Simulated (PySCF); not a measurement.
Can point charges reproduce the dipole moment of allyl alcohol (`C=CCO`)?

Coordinates (GFN2-xTB, Å) and charges (e) from the PBE0/pcSseg-1 density (PySCF):

```tsv
atom	x	y	z	Mulliken	IAO	Hirshfeld	ESP-fitted
C1	1.526	0.230	0.333	-0.1499	-0.3177	-0.1023	-0.4936
C2	0.365	0.476	-0.244	-0.3057	-0.1567	-0.0479	-0.1750
C3	-0.751	-0.520	-0.358	+0.1189	-0.0521	+0.0012	+0.2766
O4	-2.001	0.020	0.017	-0.4607	-0.5477	-0.2351	-0.6522
H5	2.304	0.971	0.388	+0.1203	+0.1544	+0.0475	+0.2035
H6	1.753	-0.733	0.760	+0.1114	+0.1443	+0.0443	+0.2010
H7	0.145	1.447	-0.667	+0.1109	+0.1496	+0.0453	+0.1503
H8	-0.873	-0.817	-1.405	+0.1314	+0.1581	+0.0493	+0.0656
H9	-0.522	-1.418	0.233	+0.0984	+0.1204	+0.0366	+0.0111
H10	-1.937	0.348	0.921	+0.2250	+0.3473	+0.1611	+0.4128
```

Task: Compute μ = Σ q r for each scheme (1 e·Å = 4.803 D) and compare with the dipole of the full density.

Result: The full density gives (1.24, -0.03, 0.93) D, 1.55 D in size; dipole vectors point from the negative to the positive end.

```
    scheme    μx     μy    μz  size (D)  share of the full size (%)  angle to the full dipole (°)
  Mulliken  1.82  -1.08  0.37      2.15                         138                            38
       IAO  1.68  -0.24  0.66      1.82                         118                            17
 Hirshfeld  0.56  -0.04  0.40      0.68                          44                             3
ESP-fitted  1.25  -0.06  0.92      1.55                         100                             1
```

Task: Which set comes closest?

Result: Length of the difference vector: ESP-fitted 0.03 D, IAO 0.56 D, Hirshfeld 0.87 D, Mulliken 1.32 D. Closest: ESP-fitted. The schemes that divide the density aren't constrained to reproduce the dipole.

Task: What is left for the Hirshfeld atoms' own dipoles?

Result: The Hirshfeld atoms' densities add up to the full density, so μ = Σ q r + Σ (atomic dipoles). The atomic dipoles sum to (1.24, -0.03, 0.93) − (0.56, -0.04, 0.40) = (0.68, 0.01, 0.53) D, 0.87 D in size.

Task: With the origin at the mean of the coordinates, (0.001, 0.000, -0.002) Å, which are the largest single terms, by size, of the ESP-fitted dipole along the direction of the full one?

Result: O4 +4.99, C1 -3.36, H5 +2.02, H10 -2.00, H6 +1.81 D; all 10 atoms together +1.55 D. The single terms depend on the origin, their sum doesn't.

Task: Give the size of the full dipole in other units.

Result: 1.55 D = 0.610 au = 0.323 e·Å = 5.17 × 10⁻³⁰ C·m.

The structure is a single GFN2-xTB conformer in the gas phase; no vibrational or solvent corrections.

The values belong to the conformer `[CH2:1]=[CH:2][CH2:3][OH:4]`: C1–C2–C3–O4 133°, H–O4–C3–C2 -58°.
